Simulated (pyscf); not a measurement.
**Routes from `[CH3][CH2][CH3]` + `[CH3]` [doublet]**

Candidate steps break at most two bonds and form at most two. Each was searched with GFN2-xTB (tblite) first. Optimised with ωB97X-D3(BJ)/def2-SVP in PySCF. Energies: ωB97M-D3(BJ)/def2-TZVP, kJ/mol, from the separated reactants, doublet surface.

| products | type | ΔE‡ | ΔE | ΔG‡ 298 K | ΔG‡ 900 K | ν‡ (cm⁻¹) |
|---|---|---|---|---|---|---|
| H₃C–CH•–CH₃ + CH₄ | hydrogen abstraction | 52.9 | -29.9 | 80.9 | 149.3 | 1716i |
| H₃C–CH(CH₃)–CH₃ + H• | substitution at C | 241.7 | +46.2 | 278.2 | 362.4 | 1622i |

Plain bond fissions and candidates not yet searched are not listed, and one of them may be faster. Each barrier is that of the saddle found; lower ones may exist.
